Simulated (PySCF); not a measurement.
**Substituent chemical shifts**

Parent skeleton `[BH2:1][CH3:2]`; one hydrogen on atom 1 is replaced by X. Hydrogens on one atom are averaged.

No solvent, no relativistic terms, a single conformation, fast rotation and ring inversion assumed for equivalent nuclei. Geometry: PBE0-D3(BJ)/def2-SVP; σ from GIAO-PBE0/pcSseg-1; PySCF 2.14.

δ = σ(ref) − σ, references computed at the same level: ¹¹B vs BF3·OEt2; ¹³C, ¹H vs TMS.

Parent (X = H): B1 90.2, C2 19.0, H(B1) 7.82, H(C2) 1.38 ppm. Effects are Δδ = δ(X) − δ(H), positive for deshielding.

Problem. Give Δδ (ppm) for X = CH2SiH3, OCHF2, CF=CF2, CH2CF3, N-pyrrolyl.

Solution. 
```tsv
X	SMILES	B1	C2	H(B1)	H(C2)
CH2SiH3	CBC[SiH3]	-6.6	-2.5	-0.54	-0.31
OCHF2	CBOC(F)F	-35.8	-12.9	-1.79	-0.70
CF=CF2	CBC(F)=C(F)F	-23.4	-10.6	-1.05	-0.20
CH2CF3	CBCC(F)(F)F	-2.8	-3.1	-0.13	-0.22
N-pyrrolyl	CBn1cccc1	-38.0	-15.6	-1.86	-0.44
```

Problem. Which position responds most, and to which substituents?

Solution. B1: from -38.0 ppm with N-pyrrolyl to -2.8 ppm with CH2CF3.
